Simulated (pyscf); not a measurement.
Optimised with ωB97X-D3(BJ)/def2-SVP in PySCF.

### Question
Estimate the classical barrier height and the reaction energy of H₃Ge–SnH₃ (SMILES [GeH3][SnH3]) + HF (SMILES F) -> F–SnH₂–GeH₃ (SMILES [F][SnH2][GeH3]) + H₂ (SMILES [H][H]) at ωB97M-D3(BJ)/def2-TZVP. The step runs on the singlet surface, breaks H–Sn, F–H and forms F–Sn, H–H; take the separated reactants as zero.

### Answer
ΔE‡ = 110.4 kJ/mol, ΔE = -36.2 kJ/mol. Zero-point energy shifts the barrier by -1.1 kJ/mol. It is a four-centre exchange, with an imaginary mode of 1144i cm⁻¹. At the saddle there is also a short H–Sn contact that neither side keeps. One saddle was located; it need not be the lowest between these sides. Elements up to Kr have no core potential and no relativistic terms here. Elements past Kr carry the def2 core potentials, without spin-orbit coupling.
